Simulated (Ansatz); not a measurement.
`N[SiH]` + H₂O → `O[SiH]` + NH₃ at 500 K and 1 bar (formal hydrolysis of the Si–N bond).

Computed with Ansatz on PBE0-D4/def2-TZVP structures; ΔE is electronic, products minus reactants. CCSD(T)/CBS is frozen-core, at the limit of the def2 triple- and quadruple-zeta sets.

```json
{"species": "`N[SiH]`", "CCSD(T)/CBS energy (Eh)": "-345.55824", "H − E (kJ/mol)": "110.7", "S (J/(mol·K))": "274.5"}
{"species": "H₂O", "CCSD(T)/CBS energy (Eh)": "-76.37685", "H − E (kJ/mol)": "73.2", "S (J/(mol·K))": "206.3"}
{"species": "`O[SiH]`", "CCSD(T)/CBS energy (Eh)": "-365.43384", "H − E (kJ/mol)": "75.8", "S (J/(mol·K))": "267.5"}
{"species": "NH₃", "CCSD(T)/CBS energy (Eh)": "-56.50568", "H − E (kJ/mol)": "108.2", "S (J/(mol·K))": "211.8"}
```

H − E and S are ideal-gas, rigid-rotor, harmonic terms from PBE0-D4/def2-TZVP. 1 Eh = 2625.50 kJ/mol, R = 8.31446 J/(mol·K).

Q: By hand: ΔE, ΔH, ΔS and ΔG.

A: ΔE = (-365.43384) + (-56.50568) − (-345.55824) − (-76.37685) = -0.00443 Eh = -11.6 kJ/mol. Δ(H − E) = 75.8 + 108.2 − 110.7 − 73.2 = 0.1, so ΔH = -11.5 kJ/mol. ΔS = 267.5 + 211.8 − 274.5 − 206.3 = -1.5 J/(mol·K). ΔG = -11.5 − 500 × (-1.5)/1000 = -10.8 kJ/mol.

Q: By hand: the equilibrium constant, and the temperature at which ΔG would vanish if ΔH and ΔS stayed fixed.

A: log₁₀ K = −ΔG/(RT ln 10) = 1.1. ΔG = 0 at ΔH/ΔS = 7667 K, far beyond where these terms or the molecules hold.

The number of gas molecules stays the same, so ΔS is small and ΔH decides. A doubt of 5 kJ/mol in ΔE shifts log₁₀ K by 0.5 here. These are equilibria of isolated gas molecules and say nothing of rates. Largest T1 diagnostic: 0.016 (customary marks: 0.02 for closed shells, 0.045 for open ones).
